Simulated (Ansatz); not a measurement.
A run of Ansatz (development build ahead of 0.2.0) on singlet N₄ in separate pieces at this shape:

```xyz
4

N     0.0001    0.5500    3.8000
N    -0.0001   -0.5500    3.8000
N     0.5500    0.0000    0.0000
N    -0.5500    0.0000    0.0000
```

Its results:

```json
{
 "Converged": "yes",
 "Total energy": "-217.70359 hartree",
 "Spin squared of the determinant": "0.000"
}
```

Task: Which input gives this output? Name the method, the orbitals and the basis set, and write the input.

Result: RHF in def2-SVP. An unrestricted run that stays on the closed shell gives the same numbers.

```yaml
crystal:
  periodic: [false, false, false]
  atoms:
    - { symbol: "N", position_ang: [0.0001, 0.55, 3.8] }
    - { symbol: "N", position_ang: [-0.0001, -0.55, 3.8] }
    - { symbol: "N", position_ang: [0.55, 0.0, 0.0] }
    - { symbol: "N", position_ang: [-0.55, 0.0, 0.0] }
basis:
  gaussian: { orbitals: def2-SVP }
hamiltonian:
  xc: hf
```
